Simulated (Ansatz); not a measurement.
# CH3NaS: rigid scan of one bond length from a Python script

How does the energy of CH3NaS change as one bond is stretched? The task is a rigid scan of one bond length, for CH3NaS. SMILES: C[S][Na].

All numbers are computed with Ansatz 0.2.0 through its Python package. Level of theory: B3LYP+D4/def2-SVP.

### 1 Starting point

Bond lengths: C1–S2 1.815 Å, S2–Na3 2.502 Å, C1–H4 1.087 Å, C1–H5 1.087 Å, C1–H6 1.087 Å. Angles: C1–S2–Na3 115.0°, S2–C1–H4 106.6°, S2–C1–H5 110.1°, S2–C1–H6 110.2°, H4–C1–H5 109.7°, H4–C1–H6 109.7°, H5–C1–H6 110.6°.

The script holds or builds the structure itself.

### 2 The script

File scan_ch3nas.py:

```python
"""Potential curve of CH3NaS along one bond."""

import warnings

import ansatz as az
import numpy as np

warnings.simplefilter("ignore", az.DeckWarning)

geometry_ang = [
    ("C", [-0.4331, 0.3688, -0.4223]),
    ("S", [-0.1069, -1.1493, 0.5184]),
    ("Na", [2.0794, -1.1897, 1.735]),
    ("H", [-1.414, 0.248, -0.8751]),
    ("H", [0.3158, 0.4945, -1.1999]),
    ("H", [-0.4412, 1.2276, 0.2439]),
]
ch3nas = az.Crystal.molecule()
for symbol, xyz in geometry_ang:
    ch3nas = ch3nas.atom(symbol, xyz)

symbols = [site.symbol for site in ch3nas.cartesian_sites]
start = np.array([site.position_ang for site in ch3nas.cartesian_sites])
axis = (start[2] - start[1]) / np.linalg.norm(start[2] - start[1])
moving = [2]
lengths, energies = [2.202, 2.302, 2.402, 2.502, 2.602, 2.702, 2.803, 2.953], []
for length in lengths:
    xyz = start.copy()
    xyz[moving] += (length - np.linalg.norm(start[2] - start[1])) * axis
    point = az.Crystal.molecule()
    for symbol, xyz in zip(symbols, xyz):
        point = point.atom(symbol, xyz.tolist())
    setup = (
        point.calculation()
        .basis(gaussian="def2-SVP")
        .functional("b3lyp", dispersion="d4")
    )
    rep = setup.run(threads=1, backend="cpu").report
    energies.append(rep["free_energy_ev"])
    print(f"r = {length:6.3f} A  E = {energies[-1]:.5f} eV  <S^2> = {abs(rep['mean_field']['state']['spin_squared']):.3f}")

# quartic fit about the minimum
fit = np.polynomial.Polynomial.fit(lengths, np.array(energies) - min(energies), 4).convert()
roots = [r.real for r in fit.deriv().roots() if abs(r.imag) < 1e-9 and fit.deriv(2)(r.real) > 0]
r_e = min(roots, key=lambda r: abs(r - lengths[int(np.argmin(energies))]))
print(f"minimum of the fit at {r_e:.4f} A, force constant {fit.deriv(2)(r_e):.2f} eV/A^2")
```

### 3 The input behind the calls

The engine receives this input (first run):

```yaml
crystal:
  periodic: [false, false, false]
  atoms:
    - { symbol: C, position_ang: [-0.4331, 0.3688, -0.4223] }
    - { symbol: S, position_ang: [-0.1069, -1.1493, 0.5184] }
    - { symbol: Na, position_ang: [1.8169999681359252, -1.1848511863480269, 1.5889834977972679] }
    - { symbol: H, position_ang: [-1.414, 0.248, -0.8751] }
    - { symbol: H, position_ang: [0.3158, 0.4945, -1.1999] }
    - { symbol: H, position_ang: [-0.4412, 1.2276, 0.2439] }
basis:
  gaussian:
    orbitals: def2-SVP
hamiltonian:
  xc: b3lyp
  dispersion: d4
```

### 4 Launch

On the command line:

```sh
$ python scan_ch3nas.py
```

Without the output at hand: what should come out? Wanted: range of energy; lowest point, distance.

As calculated:

| quantity | value |
| --- | --- |
| bond length at the fit's minimum | 2.4735 Å |
| runs compared | 8 |
| range of energy | 0.362 eV |
| lowest point, distance (Å) | 2.50 |

In words: The curve has its lowest point inside the range, at 2.50. The ends stand 0.289 and 0.362 eV above it. The distance scanned is the script's pair 1, 2. Caveats:
- The rest of the molecule is held rigid at a force-field or estimated start geometry, and the basis set is modest; single-reference methods fail as a bond breaks.
- b3lyp holds the VWN-RPA fit, as in Gaussian; the form of ORCA and Turbomole is b3lyp5.
- The orbitals are restricted, so S² is zero by construction.
